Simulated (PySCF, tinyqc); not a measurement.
Worked calculation (part 1 of 2): G0W0 on RHF in the sto-6g basis, for CH2, spin multiplicity 1. The lowest restricted solution is unstable here: a spin-polarised one lies 0.0357 hartree lower (PySCF). Computed by tinyqc, a small Python program that keeps every step (integrals from PySCF). Settings: charge = 0, multiplicity = 1, basis = sto-6g, method = RHF, energy threshold = 1e-10, iteration cap = 68, orthogonalisation = symmetric, start = Wolfsberg-Helmholz matrix, DIIS depth = 6. Command: `OMP_NUM_THREADS=1 python tinyqc.py 22751 22752 out.jsonl` (the two numbers bound the seeds that draw the settings). One thread of a shared host (Intel(R) Xeon(R) Processor @ 2.60GHz), about 0.1 s of CPU time with the checks. Later iterations appear only in the table of the cycle.

## One-electron integrals

Geometry (angstrom):
```
atom        x         y        z
C     0.00000   0.00000  0.00000
H     0.00000   0.84400  0.58200
H     0.00000  -0.90100  0.62100
```

Basis sto-6g: exponents (1/bohr^2) and contraction coefficients of normalised primitives:
```
element  l (shell)   exponent  coefficient
C            s (1)  742.73705      0.00916
C            s (1)  136.18002      0.04936
C            s (1)   38.09826      0.16854
C            s (1)   13.08778      0.37056
C            s (1)    5.08237      0.41649
C            s (1)    2.09320      0.13033
C            s (2)   30.49724     -0.01325
C            s (2)    6.03620     -0.04699
C            s (2)    1.87605     -0.03379
C            s (2)    0.72178      0.25024
C            s (2)    0.31347      0.59512
C            s (2)    0.14369      0.24071
C            p (3)   30.49724      0.00376
C            p (3)    6.03620      0.03768
C            p (3)    1.87605      0.17390
C            p (3)    0.72178      0.41804
C            p (3)    0.31347      0.42586
C            p (3)    0.14369      0.10171
H            s (1)   35.52322      0.00916
H            s (1)    6.51314      0.04936
H            s (1)    1.82214      0.16854
H            s (1)    0.62596      0.37056
H            s (1)    0.24308      0.41649
H            s (1)    0.10011      0.13033
```

Overlap, kinetic and nuclear-attraction integrals over the contracted functions; the nuclear repulsion is the sum of Za Zb / Rab.

nuclear repulsion = 6.3016765 hartree

overlap S, lower triangle:
```
          1C 1s    1C 2s   1C 2px    1C 2py   1C 2pz    2H 1s    3H 1s
1C 1s   1.00000
1C 2s   0.24323  1.00000
1C 2px  0.00000  0.00000  1.00000
1C 2py  0.00000  0.00000  0.00000   1.00000
1C 2pz  0.00000  0.00000  0.00000   0.00000  1.00000
2H 1s   0.07472  0.52918  0.00000   0.40193  0.27716  1.00000
3H 1s   0.06390  0.48891  0.00000  -0.38354  0.26435  0.17854  1.00000
```

kinetic energy T (hartree), lower triangle:
```
           1C 1s    1C 2s   1C 2px    1C 2py   1C 2pz     2H 1s    3H 1s
1C 1s   16.06864
1C 2s   -0.49279  0.49241
1C 2px   0.00000  0.00000  1.47923
1C 2py   0.00000  0.00000  0.00000   1.47923
1C 2pz   0.00000  0.00000  0.00000   0.00000  1.47923
2H 1s   -0.00519  0.12941  0.00000   0.24749  0.17066   0.76852
3H 1s   -0.00761  0.10531  0.00000  -0.21300  0.14681  -0.00621  0.76852
```

nuclear attraction V (hartree), lower triangle:
```
            1C 1s     1C 2s    1C 2px    1C 2py    1C 2pz     2H 1s     3H 1s
1C 1s   -35.00771
1C 2s    -3.86159  -6.12719
1C 2px    0.00000   0.00000  -6.03761
1C 2py   -0.00203  -0.01338   0.00000  -6.21932
1C 2pz   -0.02153  -0.20456   0.00000  -0.00725  -6.12398
2H 1s    -1.34464  -2.84906   0.00000  -2.01685  -1.44759  -4.55300
3H 1s    -1.14622  -2.57196   0.00000   1.86847  -1.34219  -0.86688  -4.38255
```

core Hamiltonian H = T + V (hartree), lower triangle:
```
            1C 1s     1C 2s    1C 2px    1C 2py    1C 2pz     2H 1s     3H 1s
1C 1s   -18.93907
1C 2s    -4.35438  -5.63478
1C 2px    0.00000   0.00000  -4.55838
1C 2py   -0.00203  -0.01338   0.00000  -4.74009
1C 2pz   -0.02153  -0.20456   0.00000  -0.00725  -4.64474
2H 1s    -1.34984  -2.71965   0.00000  -1.76936  -1.27693  -3.78448
3H 1s    -1.15383  -2.46665   0.00000   1.65547  -1.19538  -0.87309  -3.61402
```

## Two-electron integrals

Functions are numbered as in S; the eight-fold symmetry (ij|kl) = (ji|kl) = (kl|ij) leaves the list below.

Two-electron integrals (ij|kl) in chemists' order, unique and non-zero (hartree):
```
(11|11) 3.54374    (21|11) 0.52946    (21|21) 0.10032    (22|11) 0.85360
(22|21) 0.19993    (22|22) 0.62484    (31|31) 0.02127    (32|31) 0.03187
(32|32) 0.13811    (33|11) 0.85360    (33|21) 0.19993    (33|22) 0.62484
(33|33) 0.67322    (41|41) 0.02127    (42|41) 0.03187    (42|42) 0.13811
(43|43) 0.03628    (44|11) 0.85360    (44|21) 0.19993    (44|22) 0.62484
(44|33) 0.60066    (44|44) 0.67322    (51|51) 0.02127    (52|51) 0.03187
(52|52) 0.13811    (53|53) 0.03628    (54|54) 0.03628    (55|11) 0.85360
(55|21) 0.19993    (55|22) 0.62484    (55|33) 0.60066    (55|44) 0.60066
(55|55) 0.67322    (61|11) 0.17231    (61|21) 0.03138    (61|22) 0.06136
(61|33) 0.06112    (61|41) 0.00168    (61|42) 0.00323    (61|44) 0.06160
(61|51) 0.00116    (61|52) 0.00223    (61|54) 0.00033    (61|55) 0.06135
(61|61) 0.01009    (62|11) 0.36699    (62|21) 0.08698    (62|22) 0.29401
(62|33) 0.28750    (62|41) 0.00722    (62|42) 0.04577    (62|44) 0.30073
(62|51) 0.00498    (62|52) 0.03156    (62|54) 0.00912    (62|55) 0.29379
(62|61) 0.02796    (62|62) 0.17426    (63|31) 0.00991    (63|32) 0.04892
(63|43) 0.00921    (63|53) 0.00635    (63|63) 0.02285    (64|11) 0.24439
(64|21) 0.05881    (64|22) 0.21055    (64|33) 0.19992    (64|41) 0.01420
(64|42) 0.07956    (64|44) 0.22747    (64|51) 0.00296    (64|52) 0.02113
(64|54) 0.01265    (64|55) 0.20426    (64|61) 0.01994    (64|62) 0.14858
(64|64) 0.14727    (65|11) 0.16853    (65|21) 0.04055    (65|22) 0.14519
(65|33) 0.13786    (65|41) 0.00296    (65|42) 0.02113    (65|44) 0.14415
(65|51) 0.01195    (65|52) 0.06349    (65|54) 0.01355    (65|55) 0.15356
(65|61) 0.01375    (65|62) 0.10246    (65|64) 0.08580    (65|65) 0.08201
(66|11) 0.50077    (66|21) 0.12100    (66|22) 0.45924    (66|33) 0.43494
(66|41) 0.01369    (66|42) 0.11156    (66|44) 0.48433    (66|51) 0.00944
(66|52) 0.07693    (66|54) 0.03406    (66|55) 0.45843    (66|61) 0.03974
(66|62) 0.33200    (66|64) 0.31432    (66|65) 0.21675    (66|66) 0.77500
(71|11) 0.14701    (71|21) 0.02679    (71|22) 0.05245    (71|33) 0.05225
(71|41) -0.00144   (71|42) -0.00278   (71|44) 0.05265    (71|51) 0.00099
(71|52) 0.00192    (71|54) -0.00028   (71|55) 0.05244    (71|61) 0.00837
(71|62) 0.02246    (71|64) 0.01433    (71|65) 0.01104    (71|66) 0.03102
(71|71) 0.00736    (72|11) 0.33021    (72|21) 0.07837    (72|22) 0.26711
(72|33) 0.26099    (72|41) -0.00654   (72|42) -0.04247   (72|44) 0.27344
(72|51) 0.00451    (72|52) 0.02927    (72|54) -0.00858   (72|55) 0.26691
(72|61) 0.02367    (72|62) 0.11965    (72|64) 0.07173    (72|65) 0.06880
(72|66) 0.18366    (72|71) 0.02155    (72|72) 0.14699    (73|31) 0.00868
(73|32) 0.04358    (73|43) -0.00843   (73|53) 0.00581    (73|63) 0.01460
(73|73) 0.01863    (74|11) -0.22652   (74|21) -0.05455   (74|22) -0.19692
(74|33) -0.18702   (74|41) 0.01264    (74|42) 0.07263    (74|44) -0.21258
(74|51) -0.00273   (74|52) -0.02002   (74|54) 0.01181    (74|55) -0.19116
(74|61) -0.01561   (74|62) -0.07485   (74|64) -0.03146   (74|65) -0.04202
(74|66) -0.10388   (74|71) -0.01578   (74|72) -0.12884   (74|74) 0.12951
(75|11) 0.15612    (75|21) 0.03760    (75|22) 0.13573    (75|33) 0.12890
(75|41) -0.00273   (75|42) -0.02002   (75|44) 0.13490    (75|51) 0.01056
(75|52) 0.05738    (75|54) -0.01256   (75|55) 0.14337    (75|61) 0.01194
(75|62) 0.07016    (75|64) 0.04120    (75|65) 0.05407    (75|66) 0.11503
(75|71) 0.01088    (75|72) 0.08880    (75|74) -0.07642   (75|75) 0.07130
(76|11) 0.10844    (76|21) 0.02581    (76|22) 0.09087    (76|33) 0.08839
(76|41) -0.00005   (76|42) -0.00049   (76|44) 0.09084    (76|51) 0.00244
(76|52) 0.01669    (76|54) -0.00014   (76|55) 0.09337    (76|61) 0.00811
(76|62) 0.04943    (76|64) 0.03601    (76|65) 0.03203    (76|66) 0.08908
(76|71) 0.00695    (76|72) 0.04591    (76|74) -0.03489   (76|75) 0.03038
(76|76) 0.01710    (77|11) 0.47264    (77|21) 0.11437    (77|22) 0.44012
(77|33) 0.41678    (77|41) -0.01251   (77|42) -0.10647   (77|44) 0.46424
(77|51) 0.00862    (77|52) 0.07338    (77|54) -0.03271   (77|55) 0.43933
(77|61) 0.03433    (77|62) 0.19415    (77|64) 0.10517    (77|65) 0.11916
(77|66) 0.30058    (77|71) 0.03208    (77|72) 0.30104    (77|74) -0.29229
(77|75) 0.20146    (77|76) 0.08908    (77|77) 0.77500
```

## Orthogonalisation

S = U s U^T; symmetric (Loewdin) form X = U s^(-1/2) U^T, so that X^T S X = 1.

eigenvalues of S: 0.25138  0.35284  0.86973  1.00000  1.09335  1.47244  1.96026

X, lower triangle:
```
           1C 1s     1C 2s   1C 2px    1C 2py    1C 2pz     2H 1s    3H 1s
1C 1s    1.02567
1C 2s   -0.15124   1.34395
1C 2px   0.00000   0.00000  1.00000
1C 2py  -0.00081   0.02579  0.00000   1.19128
1C 2pz  -0.01294   0.16731  0.00000   0.01151   1.08729
2H 1s    0.02368  -0.41280  0.00000  -0.32286  -0.21295   1.32977
3H 1s    0.02350  -0.35287  0.00000   0.28731  -0.18788  -0.03236  1.26700
```

## Starting guess

The start is the generalised Wolfsberg-Helmholz matrix (K = 1.75) built on H; D = 2 C_occ C_occ^T.

D at the start, lower triangle:
```
           1C 1s     1C 2s   1C 2px    1C 2py   1C 2pz    2H 1s    3H 1s
1C 1s    2.06380
1C 2s   -0.21453   0.97097
1C 2px   0.00000   0.00000  0.00000
1C 2py   0.00572  -0.03117  0.00000   1.03494
1C 2pz   0.14405  -0.52111  0.00000  -0.00962  1.76813
2H 1s   -0.17321   0.36354  0.00000   0.41966  0.13086  0.39722
3H 1s   -0.16096   0.34960  0.00000  -0.43740  0.12665  0.02624  0.36744
```

## Iteration 1: building the Fock matrix

J_ij = sum D_kl (ij|kl), K_ij = sum D_kl (ik|jl); F = H + J - 0.5 K; E = tr D H + tr D J / 2 - 0.25 tr D K + E_nn.

Coulomb J (hartree), lower triangle:
```
           1C 1s    1C 2s   1C 2px    1C 2py   1C 2pz    2H 1s    3H 1s
1C 1s   11.56381
1C 2s    2.11141  5.16671
1C 2px   0.00000  0.00000  5.05046
1C 2py   0.00060  0.00398  0.00000   5.22943
1C 2pz  -0.00331  0.03207  0.00000   0.00206  5.22024
2H 1s    0.66830  2.43586  0.00000   1.75002  1.21759  3.86395
3H 1s    0.57057  2.20970  0.00000  -1.63240  1.13610  0.75222  3.70853
```

exchange K (hartree), lower triangle:
```
           1C 1s     1C 2s   1C 2px    1C 2py   1C 2pz    2H 1s    3H 1s
1C 1s    7.18835
1C 2s    1.17517   1.68100
1C 2px   0.00000   0.00000  0.36076
1C 2py  -0.00025   0.00559  0.00000   1.51247
1C 2pz   0.01024  -0.06691  0.00000   0.00540  1.63143
2H 1s    0.38616   0.95633  0.00000   0.70145  0.44954  1.23748
3H 1s    0.33027   0.88174  0.00000  -0.67057  0.42471  0.32824  1.14142
```

Fock matrix F (hartree), lower triangle:
```
            1C 1s     1C 2s   1C 2px    1C 2py    1C 2pz     2H 1s     3H 1s
1C 1s   -10.96943
1C 2s    -2.83055  -1.30857
1C 2px    0.00000   0.00000  0.31170
1C 2py   -0.00131  -0.01219  0.00000  -0.26690
1C 2pz   -0.02997  -0.13904  0.00000  -0.00788  -0.24022
2H 1s    -0.87462  -0.76195  0.00000  -0.37006  -0.28411  -0.53926
3H 1s    -0.74840  -0.69782  0.00000   0.35836  -0.27164  -0.28499  -0.47620
```

total energy of this density = -38.6172715 hartree

## Iteration 1: diagonalisation and new density

Diagonalise F' = X^T F X, C = X C', fill 4 alpha and 4 beta electrons from the bottom; D = 2 C_occ C_occ^T. Each column has its largest component positive (the first on a tie).

F' = X^T F X (hartree), lower triangle:
```
           1         2        3         4         5         6        7
1  -10.76002
2   -1.47242  -0.37594
3    0.00000   0.00000  0.31170
4    0.00152   0.01970  0.00000   0.10927
5   -0.04199   0.11789  0.00000   0.00736  -0.09178
6   -0.16130  -0.52055  0.00000  -0.47253  -0.28578   0.07583
7   -0.11692  -0.46203  0.00000   0.44371  -0.26082  -0.08777  0.04792
```

orbital energies (hartree): MO1 -10.97275, MO2 -0.80500, MO3 -0.51817, MO4 -0.21543, MO5 0.31170, MO6 0.70675, MO7 0.80988

coefficients C:
```
             MO1       MO2       MO3       MO4      MO5       MO6       MO7
1C 1s    0.99508  -0.19648   0.00555   0.12446  0.00000   0.14777   0.10004
1C 2s    0.02340   0.57654  -0.03226  -0.56069  0.00000  -0.98563  -0.72995
1C 2px   0.00000   0.00000   0.00000   0.00000  1.00000   0.00000   0.00000
1C 2py   0.00057   0.01713   0.55497   0.00005  0.00000   0.60582  -0.96510
1C 2pz   0.00640   0.19779  -0.00585   0.83304  0.00000  -0.61072  -0.43013
2H 1s   -0.00701   0.33013   0.41997   0.12054  0.00000   0.30178   1.30341
3H 1s   -0.00620   0.29165  -0.45063   0.12355  0.00000   1.22434  -0.21637
```

D after iteration 1, lower triangle:
```
           1C 1s     1C 2s   1C 2px    1C 2py   1C 2pz     2H 1s    3H 1s
1C 1s    2.08861
1C 2s   -0.31993   1.29672
1C 2px   0.00000   0.00000  0.00000
1C 2py   0.00057  -0.01608  0.00000   0.61657
1C 2pz   0.14231  -0.70540  0.00000   0.00038  1.46630
2H 1s   -0.10902   0.21807  0.00000   0.47745  0.32643   0.59988
3H 1s   -0.10120   0.22654  0.00000  -0.49017  0.32641  -0.15606  0.60686
```

## Iteration 8 (converged): orbitals

converged F (hartree), lower triangle:
```
            1C 1s     1C 2s   1C 2px    1C 2py    1C 2pz     2H 1s     3H 1s
1C 1s   -11.14621
1C 2s    -2.85409  -1.40801
1C 2px    0.00000   0.00000  0.22159
1C 2py   -0.00135  -0.01583  0.00000  -0.26936
1C 2pz   -0.02762  -0.11065  0.00000  -0.01365  -0.27876
2H 1s    -0.88431  -0.78193  0.00000  -0.38221  -0.30214  -0.57159
3H 1s    -0.75703  -0.71141  0.00000   0.36517  -0.28924  -0.27582  -0.50074
```

As before.

F' = X^T F X (hartree), lower triangle:
```
           1         2        3         4         5         6        7
1  -10.94157
2   -1.45418  -0.50703
3    0.00000   0.00000  0.22159
4    0.00226   0.01513  0.00000   0.11241
5   -0.04097   0.15453  0.00000   0.00130  -0.11379
6   -0.17034  -0.50684  0.00000  -0.47327  -0.30930   0.04398
7   -0.12550  -0.44991  0.00000   0.44400  -0.28712  -0.06415  0.02374
```

orbital energies (hartree): MO1 -11.14871, MO2 -0.85588, MO3 -0.54251, MO4 -0.30553, MO5 0.22159, MO6 0.69077, MO7 0.77959

coefficients C:
```
             MO1       MO2       MO3       MO4      MO5       MO6       MO7
1C 1s    0.99575  -0.20645   0.00948   0.12380  0.00000   0.13704   0.08833
1C 2s    0.02004   0.64127  -0.04875  -0.60491  0.00000  -0.95639  -0.67679
1C 2px   0.00000   0.00000   0.00000   0.00000  1.00000   0.00000   0.00000
1C 2py   0.00050   0.02447   0.53051  -0.00243  0.00000   0.58745  -0.98974
1C 2pz   0.00542   0.17489   0.00117   0.79297  0.00000  -0.66398  -0.43688
2H 1s   -0.00569   0.29904   0.43859   0.19174  0.00000   0.33754   1.28739
3H 1s   -0.00500   0.25278  -0.46882   0.20665  0.00000   1.21050  -0.23985
```

D after iteration 8, lower triangle:
```
           1C 1s     1C 2s   1C 2px    1C 2py   1C 2pz     2H 1s    3H 1s
1C 1s    2.09913
1C 2s   -0.37557   1.55985
1C 2px   0.00000   0.00000  0.00000
1C 2py   0.00036  -0.01738  0.00000   0.56410
1C 2pz   0.13493  -0.73496  0.00000   0.00595  1.31883
2H 1s   -0.07900   0.10855  0.00000   0.47905  0.40965   0.63716
3H 1s   -0.07206   0.11970  0.00000  -0.48606  0.41500  -0.18075  0.65283
```

## Convergence

Stop when the energy changes by less than 1e-10 hartree and every element of the error matrix X^T (F D S - S D F) X is below 3e-06.

Course of the cycle:
```
iteration  E (hartree)     change  largest element of the error matrix
1          -38.6172715          -                             2.83e-01
2          -38.7317160  -1.14e-01                             6.28e-02
3          -38.7393060  -7.59e-03                             1.86e-02
4          -38.7398518  -5.46e-04                             1.80e-03
5          -38.7398609  -9.11e-06                             5.89e-05
6          -38.7398609  -6.12e-09                             1.84e-05
7          -38.7398609  -4.62e-10                             1.70e-06
8          -38.7398609  -4.49e-12                             9.39e-08
```

PySCF RHF in the same basis = -38.7398609 hartree

Converged in 8 iterations.

## Populations, bond orders and dipole

Mulliken: Z minus the diagonal of D S on the atom; Loewdin: the same with S^(1/2) D S^(1/2); Mayer order: 2 sum_s sum (D(s) S)_ij (D(s) S)_ji over the two atoms.

Charges (e):
```
atom  Mulliken   Loewdin
1C    -0.06688  -0.01591
2H     0.03748   0.00977
3H     0.02939   0.00614
```

Mayer bond orders:
```
pair    order
2-1   0.99042
3-1   0.99096
3-2   0.00817
```

dipole moment about the origin, x y z (debye): 0.00000  0.02905  1.65377
